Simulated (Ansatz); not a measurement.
Two isomers of C4H7N: A = `CCC1=NC1`, B = `CC#CNC`.

Calculated with Ansatz (gas phase, PBE0-D4/def2-TZVP geometries, no zero-point term in ΔE). CCSD(T)/CBS is the MP2 limit (def2-TZVPP, def2-QZVPP) plus CCSD(T) − MP2 in def2-TZVPP, frozen cores. DFT in def2-TZVPP. B3LYP here is the variant with VWN-RPA as its local correlation; programs differ in this. Each species was taken in one conformer, which may not be the lowest.

(1) Which is lower in electronic energy at CCSD(T)/CBS, and by how much? (Best estimate.)

(2) Give E(B) − E(A) in kJ/mol with CCSD/def2-TZVPP, B2PLYP, B3LYP, HF/def2-TZVPP, PBE0-D4, PBE-D4, r2SCAN-D4. (An estimate is asked.)

Largest T1 diagnostic: 0.011.

## Answers

(1) Computed: A, by 22.3 kJ/mol.

(2) Ansatz gave: CCSD/def2-TZVPP 23.6, B2PLYP 12.9, B3LYP 7.1, HF/def2-TZVPP 3.2, PBE0-D4 25.7, PBE-D4 25.6, r2SCAN-D4 25.0. None reverses the order clearly.

The D4 term adds +3.1 kJ/mol with B3LYP and +1.7 kJ/mol with PBE0; it sums over pairs of atoms, weighted by their polarisabilities, and B3LYP, whose exchange is more repulsive, gets the larger term. In def2-TZVPP, CCSD(T) changes the Hartree–Fock value by +24.2 kJ/mol (the triples alone add +3.7 kJ/mol) and MP2 by +22.3 kJ/mol.
